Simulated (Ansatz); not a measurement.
# C5H8O: how energies converge with the basis set

One table from this session's results is given with a row withheld; the runs are named, their logs left out.

The runs use Ansatz 0.2.0, Gaussian basis; one geometry, several basis sets.

The runs, in order: PBE0-D4/def2-SVP; ωB97M-V/def2-SVP; PBE0-D4/def2-QZVPP; ωB97M-V/def2-QZVPP; the functionals' def2-TZVPP values are taken from earlier runs.

**The geometry**

The geometry comes from an earlier relaxation with PBE0-D4 in a triple-zeta def2 set; it is a stationary point, not always the lowest conformer.

SMILES `CC1=CCCO1`, 14 atoms, charge 0, spin multiplicity 1.

Atoms are counted from 1 here; the program's logs count them from 0.

Bond lengths: C1–C2 1.478 Å, C1–H7 1.089 Å, C1–H8 1.094 Å, C1–H9 1.093 Å, C2–C3 1.331 Å, C2–O6 1.364 Å, C3–C4 1.501 Å, C3–H10 1.079 Å, C4–C5 1.533 Å, C4–H11 1.093 Å, C4–H12 1.097 Å, C5–O6 1.436 Å, C5–H13 1.095 Å, C5–H14 1.090 Å. Angles: C2–C1–H7 110.6°, C2–C1–H8 110.3°, C2–C1–H9 110.6°, H7–C1–H8 108.9°, H7–C1–H9 109.1°, H8–C1–H9 107.3°, C1–C2–C3 131.3°, C1–C2–O6 114.7°, C3–C2–O6 114.0°, C2–C3–C4 109.0°, C2–C3–H10 125.3°, C4–C3–H10 125.6°, C3–C4–C5 100.6°, C3–C4–H11 113.8°, C3–C4–H12 111.6°, C5–C4–H11 111.4°, C5–C4–H12 112.3°, H11–C4–H12 107.1° and more.

The first run:

in.yaml

```yaml
crystal:
  periodic: [false, false, false]
  atoms:
    - {symbol: C, position_ang: [-0.863769, 0.398644, 1.948189]}
    - {symbol: C, position_ang: [-0.271786, 0.102250, 0.626349]}
    - {symbol: C, position_ang: [0.675493, -0.758595, 0.262091]}
    - {symbol: C, position_ang: [0.831439, -0.711902, -1.230457]}
    - {symbol: C, position_ang: [0.008642, 0.538516, -1.562052]}
    - {symbol: O, position_ang: [-0.800296, 0.815983, -0.408985]}
    - {symbol: H, position_ang: [-0.405274, -0.217256, 2.720729]}
    - {symbol: H, position_ang: [-1.940040, 0.205586, 1.933542]}
    - {symbol: H, position_ang: [-0.726358, 1.452816, 2.203130]}
    - {symbol: H, position_ang: [1.194536, -1.431800, 0.926903]}
    - {symbol: H, position_ang: [1.867525, -0.607994, -1.562181]}
    - {symbol: H, position_ang: [0.428925, -1.614001, -1.707400]}
    - {symbol: H, position_ang: [0.655975, 1.405556, -1.730768]}
    - {symbol: H, position_ang: [-0.655022, 0.422187, -2.419070]}
basis:
  gaussian: {orbitals: def2-SVP}
hamiltonian: {xc: pbe0, dispersion: d4}
output: {orbitals: {seedname: orbitals}}
```

Run with:

```console
$ ansatz run in.yaml --threads 4 --pin off --events-out ev --progress --plain --max-ram 10444MiB
```

Among the steps run: PBE0-D4 in def2-SVP; ωB97M-V in def2-SVP; PBE0-D4 in def2-QZVPP; ωB97M-V in def2-QZVPP.

One of the session's tables, all rows but one given; the rest of the session is left out.

It belongs to the step «Density functionals: the series». 

```
functional       basis  HOMO (eV)  LUMO (eV)
   PBE0-D4    def2-SVP      -5.85       1.22
   PBE0-D4  def2-TZVPP          ?          ?
   PBE0-D4  def2-QZVPP      -5.96       0.86
   ωB97M-V    def2-SVP      -8.08       3.36
   ωB97M-V  def2-TZVPP      -8.16       2.85
   ωB97M-V  def2-QZVPP      -8.19       2.00
```

Q: Estimate the row for PBE0-D4, def2-TZVPP from the others.

**Answer.** HOMO (eV): -5.93; LUMO (eV): 1.05. In the column «HOMO (eV)» it lies between PBE0-D4, def2-QZVPP (-5.96) and PBE0-D4, def2-SVP (-5.85).
